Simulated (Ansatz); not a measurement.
Input file:

```yaml
crystal:
  periodic: [false, false, false]
  atoms:
    - {symbol: H, position_ang: [0.000000, 0.000000, -1.594771]}
    - {symbol: H, position_ang: [0.000000, 0.000000, -0.581771]}
    - {symbol: N, position_ang: [0.000000, 0.000000, 1.668313]}
    - {symbol: C, position_ang: [0.000000, 0.000000, 0.508229]}
basis:
  gaussian: {orbitals: cc-pVDZ}
magnetization: {spin_polarized: false, initial_magnetization: 1}
correlation: {method: sc_nevpt2, electrons: outside_noble_gas, active_space: {window: {electrons: 11, orbitals: 10}, shells: [{species: C, l: s, shell: 2}, {species: C, l: p, shell: 2}, {species: H, l: s, shell: 1}, {species: "N", l: s, shell: 2}, {species: "N", l: p, shell: 2}]}}
```

```sh
$ ansatz run in.yaml --threads 1 --pin off --events-out ev --progress --plain --max-ram 2393MiB
```

Log:

```
646 factors; integrals over basis functions are off by at most 1.4e-7 eV
mean field evaluation 1: about -2537.6045 eV, gradient 2.5e1 eV
mean field evaluation 2: about -2537.6066 eV, gradient 2.5e1 eV
mean field evaluation 4: about -2539.7768 eV, gradient 3.5e0 eV
mean field evaluation 8: about -2539.8878 eV, gradient 2.3e-4 eV
mean field -2539.88782022 eV, -93.3391557953 hartree, gradient 2.7e-6 eV, S^2 0.750000; 0 other end points of the search recorded, 0 dependent functions left out
reference -2539.88782022 eV, -93.3391557953 hartree; 8, 7 occupied and 30, 31 virtual orbitals, 646 factors
state -2544.06581319 eV, -93.4926942048 hartree
state -2544.06581319 eV, -93.4926942048 hartree; corrected -2547.73998569 eV, -93.6277175539 hartree
Total energy: -2547.73998569 eV, -93.6277175539 hartree
Checks for a lower state left out: starts, orbital_swaps
```

For the same geometry and basis UCCSDT(Q) lies 881.0 meV lower.

Ran on 1 thread of Intel Xeon Platinum 8488C, shared host: 7.5 s wall, 0.14 GiB peak host memory.
